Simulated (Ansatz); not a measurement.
Geometry optimisation, RKS B3LYP/STO-3G (Ansatz 0.2.0).

Input file:

```yaml
crystal:
  periodic: [false, false, false]
  atoms:
    - { symbol: "N", position_ang: [-0.3241, 0.0472, -1.4887] }
    - { symbol: C, position_ang: [0.4956, -0.2005, -0.4745] }
    - { symbol: C, position_ang: [0.1985, -0.2108, 0.8227] }
    - { symbol: O, position_ang: [-0.9411, 0.1121, 1.3153] }
    - { symbol: F, position_ang: [1.208, -0.5356, 1.695] }
    - { symbol: H, position_ang: [-0.44084, 0.06874, 0.01406] }
    - { symbol: H, position_ang: [0.0759, 0.65, -2.2366] }
    - { symbol: H, position_ang: [1.5409, -0.4216, -0.8236] }
    - { symbol: H, position_ang: [-0.931, -0.0144, 2.3212] }
basis:
  gaussian: { orbitals: STO-3G }
hamiltonian:
  xc: b3lyp
relax:
  f_tol: 0.02
  max_steps: 50
output:
  orbitals: {}
```

Run as:

```bash
$ ansatz run input.yaml --threads 1 --pin off --max-ram 2048MiB --backend cpu --events-out ev --progress --plain --runs-dir out
```

Q: Where does it end, and by what steps?

A: The forces met the threshold. Limits of this set-up: minimal basis. After 14 steps the energy has fallen by 11.744 eV; H6 moved furthest, 1.24 Å. The start is strongly strained (largest force component 14 eV/Å), so its close contacts needn't be bonds. Parted: C2–H6, C3–H6. Joined: N1–H6.

```csv
step,energy less start (eV),largest force component (eV/Å),accepted
0,0.0000,14.425,yes
1,-4.1608,7.908,yes
2,-7.1557,6.653,yes
3,-9.4048,4.371,yes
4,-10.6852,2.904,yes
5,-11.4505,1.206,yes
6,-11.6262,0.502,yes
7,-11.6911,0.473,yes
8,-11.7192,0.315,yes
9,-11.7233,0.555,yes
10,-11.7287,0.360,yes
11,-11.7404,0.226,yes
12,-11.7429,0.076,yes
13,-11.7435,0.037,yes
14,-11.7436,0.015,yes
```

```xyz
9
Properties=species:S:1:pos:R:3
N -0.340 -0.053 -1.426
C 0.691 -0.231 -0.393
C 0.400 -0.258 0.934
O -0.913 0.031 1.424
F 1.300 -0.568 1.927
H -1.182 0.361 -0.935
H -0.008 0.716 -2.076
H 1.698 -0.475 -0.749
H -0.763 -0.027 2.439
```

Time of the run: 32 s on 1 thread of Arm Neoverse V1, on a shared host, peak memory 0.14 GiB.
